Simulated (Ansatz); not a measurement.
Geometry optimisation, Ansatz, RKS PBE0-D4/def2-SVP.

The input (input.yaml):

```yaml
crystal:
  periodic: [false, false, false]
  atoms:
    - { symbol: B, position_ang: [0.0, 0.0, 0.0] }
    - { symbol: Cl, position_ang: [0.0, 0.0, 2.21] }
    - { symbol: H, position_ang: [1.0305, 0.0, -0.595] }
    - { symbol: "N", position_ang: [-1.3423, 0.0, -0.775] }
    - { symbol: H, position_ang: [-2.0112, -0.8164, -0.6764] }
    - { symbol: H, position_ang: [-1.5914, 0.8164, -1.4036] }
    - { symbol: H, position_ang: [-0.1864, 1.4017, 0.4698] }
    - { symbol: H, position_ang: [-0.166, 1.2482, 1.3665] }
basis:
  gaussian: { orbitals: def2-SVP }
hamiltonian:
  xc: pbe0
  dispersion: d4
relax:
  f_tol: 0.15
  max_steps: 25
  restrain:
    - { distance: [0, 6], at: 2.39, k: 30.0 }
    - { distance: [7, 1], at: 2.57, k: 30.0 }
    - { distance: [0, 1], at: 1.86, k: 30.0 }
    - { distance: [7, 6], at: 0.66, k: 30.0 }
```

Run as:

```bash
$ ansatz run input.yaml --threads 1 --pin off --max-ram 2048MiB --backend cpu --events-out ev --progress --plain --runs-dir out
```

Where does it end, and by what steps?

The run converged. The restraints hold the end off the free minimum. After 10 steps the energy has fallen by 3.573 eV (the restraints' own energy left out); Cl2 moved furthest, 0.87 Å. Parted: Cl2–H8 (1.52 → 2.58 Å).

```tsv
step	energy less start (eV)	largest force component (eV/Å)	accepted
0	0.0000	4.131	yes
1	-0.5817	3.263	yes
2	-1.0098	4.357	yes
3	-1.8580	3.049	yes
4	-2.7929	1.986	yes
5	-3.1147	1.576	yes
6	-3.4583	1.076	yes
7	-3.5583	1.207	yes
8	-3.5661	1.521	yes
9	-3.5669	1.531	yes
10	-3.5729	1.455	yes
```

```xyz
8
Properties=species:S:1:pos:R:3
B -0.083 -0.159 -0.006
Cl -0.092 -0.727 1.733
H 0.966 0.163 -0.497
N -1.264 -0.190 -0.724
H -2.142 -0.480 -0.309
H -1.325 0.098 -1.691
H -0.214 2.122 0.721
H -0.112 1.823 1.368
```

The run took 22 s on 1 thread of Arm Neoverse V2, with other jobs on the host, peak memory 0.14 GiB.
